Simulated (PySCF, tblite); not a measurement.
## How well do the runs reproduce experiment for formyl fluoride?

**What was measured.**

From NIST CCCBDB Release 22 (SRD 101), experimental dipoles, for the gas: dipole moment 2.081 D.

CRC Handbook of Chemistry and Physics lists, for the gas at 298.15 K: standard entropy 246.6 J/(mol K).

How close the calculation comes is told at the end.

Formyl fluoride, CHFO.
Atom-mapped SMILES: `[O:1]=[CH:2][F:3]` (hydrogens: H4 on C2)

Geometry (PBE0-D3(BJ)/def2-SVP, Å), atoms numbered from 1 in this order:
```
atom  x, y, z in Å
O1    -0.8605   -0.8905    0.0440
C2    -0.0611   -0.0263    0.0319
F3     1.2489   -0.2467    0.0106
H4    -0.2535    1.0651    0.0368
```

Runs made with PySCF (gas phase, on this PBE0-D3(BJ)/def2-SVP geometry; no spin–orbit coupling):

```csv
level,job,basis functions,wall time
"PBE0-D3(BJ)/def2-SVP, grid level 1",geometry optimisation from a GFN2-xTB start shaken at random,47,2.4 s
PBE0/pcSseg-1,"shieldings, charges and field gradients",56,1.4 s
mPW1PW91/pcSseg-2,shieldings,122,4.3 s
B3LYP/def2-SVPD,"10 singlets by full TDDFT, 4 Tamm–Dancoff triplets, polarisability, ΔSCF ions",74,4.2 s
B3LYP/pcJ-1,spin–spin couplings from 4 perturbed nuclei,91,2.1 s
```

Hardware: one thread of an Intel Xeon 6975P-C, shared host.

GFN2-xTB wavenumbers (cm⁻¹, harmonic, unscaled, at the method's own geometry): 621, 921, 1002, 1316, 1869, 2890. Point group Cs, symmetry number 1. Entropy at 298.15 K and 1 bar in J/(mol K): translation 157.1, rotation 87.3, vibration 2.8.

Results beside the measurements:

**Dipole moment.** Measured: 2.081 D (NIST CCCBDB Release 22 (SRD 101), experimental dipoles).

```
               level  computed (D)  computed − measured (D)  % (from the printed values)
PBE0-D3(BJ)/def2-SVP         2.010                   -0.071                           -3
       PBE0/pcSseg-1         2.144                   +0.063                           +3
   mPW1PW91/pcSseg-2         2.139                   +0.058                           +3
     B3LYP/def2-SVPD         2.109                   +0.028                           +1
         B3LYP/pcJ-1         2.132                   +0.051                           +2
```

Closest is B3LYP/def2-SVPD (+0.028 D), furthest PBE0-D3(BJ)/def2-SVP (-0.071 D); one molecule doesn't rank methods. The computed dipoles belong to one fixed geometry; measured ones are averaged over vibrations unless marked μe. Magnitudes are compared, not signs.

**Standard entropy at 298.15 K.** Measured: 246.6 J/(mol K) (298.15 K; CRC Handbook of Chemistry and Physics).

| level | computed (J/(mol K)) | computed − measured (J/(mol K)) | % (from the printed values) |
| --- | --- | --- | --- |
| GFN2-xTB, rigid rotor and harmonic oscillator | 247.2 | +0.6 | 0 |

Ideal gas at 1 bar, most abundant isotopes; table values of this kind come from calorimetry or from spectroscopic constants.

The geometry is computed, not the measured one. Where a level misses, the cause wasn't examined.
